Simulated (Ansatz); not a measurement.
# CH6Si: the cost of one run

The runs use Ansatz 0.2.0, Gaussian basis; PBE0-D4/def2-TZVP structures, single points in def2-TZVPP, no counterpoise correction.

Levels: SPW92, PBE-D4, BLYP-D4, r2SCAN-D4, B97M-V, PBE0-D4, B3LYP-D4, r2SCAN0-D4, BHLYP-D4, CAM-B3LYP-D4, wB97X-V, wB97M-V, B2PLYP, PBE-QIDH, RPA on PBE, Hartree-Fock, MP2, CCSD, CCSD(T).

Cores are frozen in the correlated methods. B3LYP uses VWN-RPA correlation. B2PLYP carries no dispersion term here.

94 further runs of the same task are left out: 94 set aside as unsound or not needed.

## 1. The starting structure

The complex: 11 atoms, charge 0, spin multiplicity 1.

Atoms are counted from 1 here; the program's logs count them from 0.

Bond lengths: Si1–H2 1.491 Å, Si1–H3 1.489 Å, Si1–H4 1.490 Å, Si1–C5 1.865 Å, C5–H8 1.092 Å, C5–H9 1.092 Å, C5–H10 1.092 Å, H6–O7 0.960 Å, O7–H11 0.960 Å. Angles: H2–Si1–H3 107.4°, H2–Si1–H4 107.7°, H2–Si1–C5 111.4°, H3–Si1–H4 107.4°, H3–Si1–C5 111.4°, H4–Si1–C5 111.4°, Si1–C5–H8 110.8°, Si1–C5–H9 110.8°, Si1–C5–H10 109.6°, H8–C5–H9 108.1°, H8–C5–H10 108.8°, H9–C5–H10 108.7°, H6–O7–H11 104.7°.

As a file:

```xyz
11

Si   -1.1137   -0.1902    0.1051
H    -0.7977   -1.3680   -0.7522
H    -2.4628   -0.4164    0.6932
H    -1.2085    1.0031   -0.7829
C     0.1749    0.0501    1.4319
H     1.3257   -0.5710   -2.0269
O     1.6845    0.2645   -1.7176
H    -0.0662    0.9139    2.0555
H     0.2351   -0.8284    2.0782
H     1.1500    0.2126    0.9690
H     1.0787    0.9299   -2.0534
```

Its parts: CH6Si holds atoms 1, 2, 3, 4, 5, 8, 9, 10; H2O holds atoms 6, 7, 11. Each part counts its atoms afresh in its own runs.

## 2. Relaxing CH6Si alone

relax-a/in.yaml reads:

```yaml
crystal:
  periodic: [false, false, false]
  atoms:
    - {symbol: Si, position_ang: [-1.113711, -0.190227, 0.105097]}
    - {symbol: H, position_ang: [-0.797715, -1.367974, -0.752181]}
    - {symbol: H, position_ang: [-2.462832, -0.416380, 0.693220]}
    - {symbol: H, position_ang: [-1.208462, 1.003111, -0.782894]}
    - {symbol: C, position_ang: [0.174912, 0.050089, 1.431918]}
    - {symbol: H, position_ang: [-0.066248, 0.913853, 2.055473]}
    - {symbol: H, position_ang: [0.235129, -0.828437, 2.078176]}
    - {symbol: H, position_ang: [1.150043, 0.212624, 0.968977]}
basis:
  gaussian: {orbitals: def2-TZVP}
hamiltonian: {xc: pbe0, dispersion: d4}
relax: {f_tol: 0.005, max_steps: 200}
```

Command:

```sh
$ ansatz run in.yaml --threads 4 --pin off --events-out ev --progress --plain --max-ram 9574MiB
```

**Question.** How long does this run take on 4 threads of AMD EPYC 9R45, shared host?

About 1.7 s.
